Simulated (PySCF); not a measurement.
**NO and its ions**

PBE0; PySCF, no relativity, basis sets N def2-TZVP, O def2-TZVP. Neutral (UKS): doublet (π ↑), Re = 1.140 Å, ωe = 2031 cm⁻¹, De = 6.64 eV, HOMO -6.25 eV, LUMO -2.61 eV.

NO⁺ (UKS): singlet (closed shell), Re = 1.054 Å, ωe = 2530 cm⁻¹, De = 10.94 eV to N + O⁺. The energies at the minima are -129.80660 hartree for NO and -129.45639 for NO⁺.

(1) Work out the adiabatic ionisation energy, without and with harmonic zero-point energies (1 hartree = 27.2114 eV, 1 eV = 8065.5 cm⁻¹), and the change of the bond length.

For an ion De counts to the pair picked by the measured ionisation energies or electron affinities, which need not be the lowest pair at this level. States were picked by a PBE0 search and need not be the measured ground states.

Answers

(1) At PBE0: 0.35021 hartree = 9.530 eV between the minima; the zero-point term (2530.0 − 2031.0)/2 cm⁻¹ = +0.031 eV makes it 9.561 eV. Re changes by -8.6 pm against the neutral. The electron leaves a π orbital, and the shorter bond of the ion fits an antibonding orbital, or a change in how ionic the bond is.
